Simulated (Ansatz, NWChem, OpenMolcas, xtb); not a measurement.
# Ligand exchange: NaNH2 + H2S → NaSH + NH3

Gas-phase species: NaNH2 `[NH2][Na]`, singlet; H2S (hydrogen sulfide) `S`, singlet; NaSH `[Na][SH]`, singlet; NH3 `N`, singlet. The partners trade NH2 for SH: Na–NH2 and H–SH bonds give way to Na–SH and H–NH2.

Shapes, held fixed at every level: PBE0-D4/def2-TZVP. Programs: Ansatz 0.2.0, NWChem 7.3.0, OpenMolcas 26.06, xtb 6.7.1. A level may come from different programs for different species; with the same settings they agree closely. The zero-point and thermal change to 298 K, harmonic and unscaled (PBE0-D4/def2-TZVP), is +12.1 kJ/mol.

Q: Estimate ΔH(298 K) of this reaction.

A: The highest level, CCSD(T)/def2-TZVPP, gives ΔH(298 K) = -132.8 kJ/mol; the levels span -153.1 to -132.8. The column of differences is taken from that level and isn't an error. No measured value is set beside it here. Outer-core shells of Na are correlated, in sets that cover them unevenly.

```
               level                    kind  ΔH(298 K) (kJ/mol)  less CCSD(T)/def2-TZVPP
            GFN2-xTB          semi-empirical              -149.7                    -16.9
       HF/def2-TZVPP            Hartree–Fock              -153.1                    -20.3
r2SCAN-D4/def2-TZVPP                meta-GGA              -136.1                     -3.3
       PBE0/def2-SVP           global hybrid              -143.1                    -10.3
  PBE0-D4/def2-TZVPP           global hybrid              -139.9                     -7.1
  wB97M-V/def2-TZVPP  range-separated hybrid              -134.3                     -1.5
  wB97X-V/def2-TZVPP  range-separated hybrid              -134.3                     -1.5
  CCSD(T)/def2-TZVPP   coupled cluster or CI              -132.8                      0.0
```
